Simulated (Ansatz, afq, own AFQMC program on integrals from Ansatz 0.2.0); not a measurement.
AFQMC on a folder of integrals that Ansatz 0.2.0 wrote.

```yaml
crystal:
  periodic: [false, false, false]
  atoms:
    - {symbol: Si, position_ang: [0.000000, 0.040626, 1.737197]}
    - {symbol: Ge, position_ang: [0.000000, -0.036181, -0.655626]}
    - {symbol: H, position_ang: [0.000000, 1.475453, -1.156210]}
basis:
  gaussian: {orbitals: cc-pVDZ}
magnetization: {spin_polarized: false, initial_magnetization: 1}
correlation: {method: ccsd_t, electrons: outside_noble_gas, hamiltonian_folder: ham}
```

```sh
$ ansatz run in.yaml --threads 1 --pin off --events-out ev --progress --plain --max-ram 24576MiB --backend cuda --devices 0, --max-vram 18GiB
```

afq runs on the folder ham with

```
--method phaseless --trial cisd --walkers 4000 --populations 20 --least-time 60 --time-step 0.005 --steps-per-block 50 --equilibration-blocks 28 --max-blocks 4000 --target-error 0.00018 --factor-cut 1e-05 --start spin_pure --seed 9661 --release-times 0.24,0.51,0.99,1.62,2.4 --release-step 0.03 --release-every 3 --taylor-order 6
```

Times are imaginary, in 1/Eh. The walk had a cap of 122 s. With eight or more populations the least sampling time is a fifth of least-time, and the error comes from their spread. Filled inner d shells are frozen with the cores.

Output of the walk:

```
orbitals 31  electrons 5 4  factors 236 of 556
reference energy -2364.74977020 Eh
CCSD correlation -0.18054653 Eh in 19 cycles, weight of the determinant in the CISD state 0.8124
energy of the start -2364.930315 Eh
 block  time / (1/Eh)  mean weight  energy / Eh
     1     0.250  0.9999  -2364.927752
     2     0.500  0.9998  -2364.928071
     3     0.750  0.9998  -2364.929225
     4     1.000  1.0000  -2364.930570
     5     1.250  0.9999  -2364.931944
     8     2.000  1.0000  -2364.934765
    11     2.750  1.0000  -2364.936585
    14     3.500  1.0002  -2364.937769
    17     4.250  1.0001  -2364.939106
    20     5.000  1.0000  -2364.938946
    23     5.750  1.0000  -2364.939201
    26     6.500  1.0000  -2364.939471
    29     7.250  1.0001  -2364.938703
    32     8.000  1.0000  -2364.939439
    35     8.750  0.9999  -2364.939812
    37     9.250  1.0000  -2364.940826
    38     9.500  1.0000  -2364.940400
    41    10.250  1.0000  -2364.939590
    44    11.000  0.9998  -2364.939706
    47    11.750  0.9999  -2364.939610
    50    12.500  0.9999  -2364.939708
    53    13.250  1.0001  -2364.939975
    56    14.000  1.0002  -2364.940282
    59    14.750  1.0002  -2364.940228
    62    15.500  0.9999  -2364.940410
    65    16.250  1.0000  -2364.940796
    68    17.000  1.0002  -2364.938701
    71    17.750  1.0003  -2364.940317
    74    18.500  1.0000  -2364.939927
    77    19.250  1.0000  -2364.939936
    78    19.500  0.9999  -2364.940000
error from the spread of 20 populations
released: time / (1/Eh)  energy / Eh  error  mean overlap
  0.24  -2364.939969  0.000144  1.0015
  0.51  -2364.940166  0.000157  1.0009
  0.99  -2364.940426  0.000137  0.9974
  1.62  -2364.940592  0.000095  0.9904
  2.40  -2364.939329  0.001346  0.9923
energy -2364.939853 +/- 0.000168 Eh
(rows thinned)
```

The run passed its tests (sampling time, drift between the halves within three errors, error under three times the target), which doesn't prove that it has relaxed.

Against this walk (error 4.6 meV) on the same determinant: CCSD(T) 38.6 meV higher, CCSDT(Q) 47.6 meV lower, CCSDTQ 47.9 meV lower. The error is statistical and leaves out the bias of the constraint. The released energies are still falling (meV from the phaseless value at times in 1/Eh: -3 ± 4 at 0.24, -9 ± 4 at 0.51, -16 ± 4 at 0.99, -20 ± 3 at 1.62, 14 ± 37 at 2.40), so they give no level; they do show a bias of the constraint, and the last of them that isn't too noisy lies 28 meV above CCSDTQ. CCSDTQ is the surest value here, so the walk's 48 meV above it is most likely the bias of the constraint with this trial, which can have either sign.

Cautions: constraint bias not in the error; no relativity below Rb; no spin-orbit coupling; inner d shell frozen; a spin-contaminated unrestricted determinant lies lower (UHF 276 meV lower, ⟨S²⟩ 1.55); strong correlation (T1 0.052, weight of the determinant 0.81, largest double 0.09).

The walk took 74 s on 1 × NVIDIA H100 80GB HBM3 with 2 threads of AMD EPYC 7R13 Processor (Zen 3), with other jobs on the host (the card was shared). The log's last line is the phaseless energy.

CCSDT and higher add their correlation energy to the determinant of the CCSD(T) run, since their own runs factorise the integrals more tightly (a shift of under 2 meV). A walk keeps the symmetry of its determinant, which the program's search chose and which needn't be the lowest solution, so a lower state of the same spin and another symmetry isn't excluded.
